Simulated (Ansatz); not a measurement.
# Structure relaxation of Bi

All numbers below come from Ansatz, DFT r2SCAN, scalar-relativistic, plane waves, PAW. Cutoff 500 eV, Γ-centred k mesh, Gaussian smearing, no spin polarisation in the final step.

The start is a database structure of Bi, space group Cmce (No. 64).

```yaml
crystal:
  lattice:
    - [5.54006, -3.40406, 0.00000]
    - [5.54006, 3.40406, 0.00000]
    - [0.00000, 0.00000, 6.90393]
  atoms:
    - { symbol: Bi, position: [0.70400, 0.70400, 0.50000] }
    - { symbol: Bi, position: [0.20400, 0.20400, 0.00000] }
    - { symbol: Bi, position: [0.29600, 0.29600, 0.50000] }
    - { symbol: Bi, position: [0.79600, 0.79600, 0.00000] }
    - { symbol: Bi, position: [0.66689, 0.33311, 0.83303] }
    - { symbol: Bi, position: [0.33311, 0.66689, 0.16697] }
    - { symbol: Bi, position: [0.83311, 0.16689, 0.33303] }
    - { symbol: Bi, position: [0.16689, 0.83311, 0.66697] }
```

Steps on the 8×8×6 mesh (8 atoms). 12 of 20 steps are shown, and the free energy counts from the last. Trial steps that were taken back and renewals of the plane-wave basis can be among the rows.

```csv
step,ΔF (meV/atom),V (Å³/atom),P (GPa),largest force component (eV/Å)
1,72.3,32.55,-0.77,0.106
3,61.2,31.72,0.80,0.092
4,58.0,32.14,0.23,0.048
6,56.1,32.58,-0.11,0.042
8,48.4,33.36,0.54,0.262
10,15.6,34.03,-0.37,0.143
11,5.2,33.95,-0.26,0.085
13,12.7,34.52,-0.30,0.284
15,2.4,33.66,0.14,0.010
17,0.8,33.89,-0.12,0.027
18,0.6,33.77,0.10,0.009
20,0.0,33.83,0.01,0.001
```

A final relaxation ran on a 8×8×6 mesh. The relaxed crystal, Fmmm (No. 69):

```cif
data_structure
_symmetry_space_group_name_H-M 'Fmmm'
_symmetry_Int_Tables_number 69
_cell_length_a 6.4365
_cell_length_b 7.0496
_cell_length_c 11.9278
_cell_angle_alpha 90.000
_cell_angle_beta 90.000
_cell_angle_gamma 90.000
_cell_volume 541.22
loop_
_atom_site_label
_atom_site_type_symbol
_atom_site_symmetry_multiplicity
_atom_site_Wyckoff_symbol
_atom_site_fract_x
_atom_site_fract_y
_atom_site_fract_z
_atom_site_occupancy
Bi1 Bi 8 i 0.00000 0.00000 0.21842 1
Bi2 Bi 8 h 0.50000 0.76777 0.00000 1
```

| Quantity | Value |
| --- | --- |
| Volume per atom | 33.83 Å³ |
| Density | 10.26 g/cm³ |
| Energy over the standard structure | 0.10 eV/atom |
| Gap on the 8×8×6 mesh | 0 eV (a metal) |

Energies count from the standard state of Bi at the same level.

The final run used a 8×8×6 mesh on its 8-atom cell and 0.10 eV smearing. The k mesh leaves about 4 meV/atom of noise in metals. Spin–orbit coupling is left out.

Symmetry constrained the relaxation, so the result can be a saddle point.